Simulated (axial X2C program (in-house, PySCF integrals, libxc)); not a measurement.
PSH: properties at the nuclei

Calculated with an in-house all-electron X2C program for linear molecules (integrals from PySCF): two-component X2C with atomic mean-field Coulomb and Gaunt terms, Gaussian nuclei, basis P dyall-v3z, S dyall-av3z, H dyall-v3z with contracted cores.

P–S–H held linear, with bonds 2.043 and 1.338 Å (near the PBE0 minimum at charge 0 of the determinant lowest at the starting distance; the state shown can have its own minimum elsewhere, held linear; other orders of the atoms were not compared).

Determinant lowest in the PBE0 search, Ω = 1 (⟨Sz⟩ = 1.00, ⟨Lz⟩ = 0.00 at PBE0), spin on the atoms P 0.85, S 0.17, H -0.02:

| level | Eeff magnitude (GV/cm) | Ws magnitude P (kHz) | Ws magnitude S (kHz) | A∥/gI P (MHz) | qzz P (a.u.) | A∥/gI S (MHz) | qzz S (a.u.) | A∥/gI H (MHz) | qzz H (a.u.) | μ (D) |
| --- | --- | --- | --- | --- | --- | --- | --- | --- | --- | --- |
| PBE0 | 0.0343 | 0.00841 | 0.00479 | -165 | 1.81 | -19.4 | 2.18 | -4.8 | 0.25 | 0.78 |
| HF | 0.0833 | 0.0274 | 0.00451 | -98.3 | 1.81 | 65.2 | 2.11 | -8.45 | 0.25 | 0.32 |
| r2SCAN | 0.0435 | 0.0142 | 0.002 | -99.6 | 1.82 | 13.9 | 2.20 | -4.7 | 0.25 | 0.93 |

Determinant 0.76 eV from it at PBE0 and this distance, Ω = 0 (closed shell), highest spinor 60% P p, 20% S p, 10% S d:

```tsv
level	qzz P (a.u.)	qzz S (a.u.)	qzz H (a.u.)	μ (D)
PBE0	1.89	2.03	0.24	1.12
HF	1.84	1.96	0.25	0.67
r2SCAN	1.92	2.02	0.25	1.36
```

Eeff is the effective electric field on the electron electric dipole moment in this Ω state and Ws the scalar–pseudoscalar constant of the nucleus named (defined with the proton number Z and per Ω); A∥ (defined per Ω) follows by multiplying with gI = μI/(I μN); qzz is the electric field gradient, eQq0 = 234.96 MHz × Q/barn × qzz; μ is positive if the H end (last atom) is positive. The operators were transformed with the bare-nucleus X2C matrices; with these basis sets, hyperfine constants and field gradients can be off by tens of per cent, and where levels differ in sign neither size nor sign is settled.

(1) With gI(31P) = 2.2632, Q(33S) = -0.0694 barn, gI(1H) = 5.5857 (g factors from the IAEA table of nuclear moments by Stone; Q from Pyykkö, Mol. Phys. 2018), turn the PBE0 values of the first state into constants in MHz.

The molecule was held linear; bending was not examined, so a bent shape may lie lower. Hydrosulfides and their kin are strongly bent in nature, so this linear model does not describe the real molecule.

Each state is one determinant with collinear spin, which with several unpaired electrons need not be a pure state. Unrestricted Hartree–Fock can overshoot spin polarisation at the nuclei. A closed determinant beside an open π² or δ² triplet, such as (π1/2)², mixes with its partner pair into the 0⁺ component of the triplet and ¹Σ⁺, so its energy is not that of a level, and 0⁺ can lie lowest. With several open shells hyperfine constants can be off by a factor of several. Where Eeff spreads by more than a factor of two the levels disagree and none is to be relied on. Open-shell Ω = 0 determinants with evenly filled partner blocks cannot be reached by this program, so the Ω shown need not be the lowest component. The search compared states at one distance, so a state with another bond length can lie lower. Where a field gradient or hyperfine factor spreads by more than a factor of two over the levels, a constant derived from it is not to be relied on. PBE0 term energies can be off by some tenths of an eV.

Results:

(1) A∥(31P) = -165 × 2.2632 = -373 MHz; eQq0(33S) = 234.96 × (-0.0694) × (2.18) = -35.5 MHz; A∥(1H) = -4.8 × 5.5857 = -26.8 MHz.
